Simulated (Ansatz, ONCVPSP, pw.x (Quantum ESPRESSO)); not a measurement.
pw.x on fcc Ca: one setting changed

Potential: optimised norm-conserving Vanderbilt (ONCV), ONCVPSP 4.0.1, PBE; core [Ne], reference 3s2 3p6 3d0.5 4s1.5; waves: 3s+4s: rc 2.20 bohr, ncon 5, nbas 10, qcut 5.1 1/bohr, 2 projectors; 3p: rc 2.00 bohr, ncon 5, nbas 9, qcut 6.8 1/bohr, 2 projectors, debl 2.5 Ha; 3d: rc 2.00 bohr, ncon 4, nbas 8, qcut 7.8 1/bohr, 2 projectors, debl 2.1 Ha; local part: polynomial inside 1.85 bohr (lpopt 5, dvloc0 3 Ha); core correction: none.

The reference run (k-mesh 10³, cutoffs 60/240 Ry, Fermi–Dirac 0.01 Ry, mixing_beta 0.4, conv_thr 1e-9, no spin) gives 0.00 GPa at 42.272 Å³/atom, where all-electron LAPW gives -0.01 GPa. This run, with its own iteration cap, changes degauss to 0.002.

```
&control
  calculation='scf', prefix='x', pseudo_dir='./', outdir='./tmp', tstress=.true., disk_io='none'
/
&system
  ibrav=0, nat=1, ntyp=1, ecutwfc=60, ecutrho=240, nbnd=12,
  occupations='smearing', smearing='fd', degauss=0.002
/
&electrons
  conv_thr=1e-09, mixing_beta=0.4, electron_maxstep=50
/
ATOMIC_SPECIES
Ca 1.0 Ca.UPF
CELL_PARAMETERS angstrom
  0.00000000 2.76486714 2.76486714
  2.76486714 0.00000000 2.76486714
  2.76486714 2.76486714 0.00000000
ATOMIC_POSITIONS crystal
Ca 0.0000 0.0000 0.0000
K_POINTS automatic
10 10 10 0 0 0
```

```bash
pw.x < Ca.scf.in > Ca.scf.out
```

Q: How does the run end?

A: It converges in 8 iterations; the free energy moves by +35.5 meV/atom and the pressure by -0.03 GPa. In a metal, with Fermi–Dirac smearing, F lies below its zero-width value by a term in the square of the width.

```
Message from routine setup:
     using ibrav=0 with symmetry is DISCOURAGED, use correct ibrav instead
     lattice parameter (alat)  =       7.3890  a.u.
     unit-cell volume          =     285.2656 (a.u.)^3
     number of electrons       =        10.00
     number of Kohn-Sham states=           12
     kinetic-energy cutoff     =      60.0000  Ry
     charge density cutoff     =     240.0000  Ry
     scf convergence threshold =      1.0E-09
     Exchange-correlation= PBE
     number of k points=    47  Fermi-Dirac smearing, width (Ry)=  0.0020
     iteration #  1     ecut=    60.00 Ry     beta= 0.40
     total energy              =     -74.11785071 Ry
     estimated scf accuracy    <       0.01533948 Ry
     iteration #  2     ecut=    60.00 Ry     beta= 0.40
     total energy              =     -74.11740868 Ry
     estimated scf accuracy    <       0.00321857 Ry
     iteration #  3     ecut=    60.00 Ry     beta= 0.40
     total energy              =     -74.11774209 Ry
     estimated scf accuracy    <       0.00021176 Ry
     iteration #  4     ecut=    60.00 Ry     beta= 0.40
     total energy              =     -74.11775889 Ry
     estimated scf accuracy    <       0.00000763 Ry
     iteration #  5     ecut=    60.00 Ry     beta= 0.40
     total energy              =     -74.11776092 Ry
     estimated scf accuracy    <       0.00000200 Ry
     iteration #  6     ecut=    60.00 Ry     beta= 0.40
     total energy              =     -74.11776127 Ry
     estimated scf accuracy    <       0.00000003 Ry
     iteration #  7     ecut=    60.00 Ry     beta= 0.40
     total energy              =     -74.11776128 Ry
     estimated scf accuracy    <          2.6E-09 Ry
     iteration #  8     ecut=    60.00 Ry     beta= 0.40
     the Fermi energy is     4.9845 ev
!    total energy              =     -74.11776128 Ry
     estimated scf accuracy    <          2.1E-10 Ry
     smearing contrib. (-TS)   =      -0.00022585 Ry
     The total energy is F=E-TS. E is the sum of the following terms:
     one-electron contribution =     -40.47895021 Ry
     hartree contribution      =      20.40253787 Ry
     xc contribution           =     -10.16551528 Ry
     ewald contribution        =     -43.87560781 Ry
     convergence has been achieved in   8 iterations
          total   stress  (Ry/bohr**3)                   (kbar)     P=       -0.23
     Message from routine punch:
     Nothing written, as per user request (disk_io='none')
```

The run took about 14 s on one core of a shared host (Intel(R) Xeon(R) Platinum 8488C, 96 threads, 744 GiB, load 48).
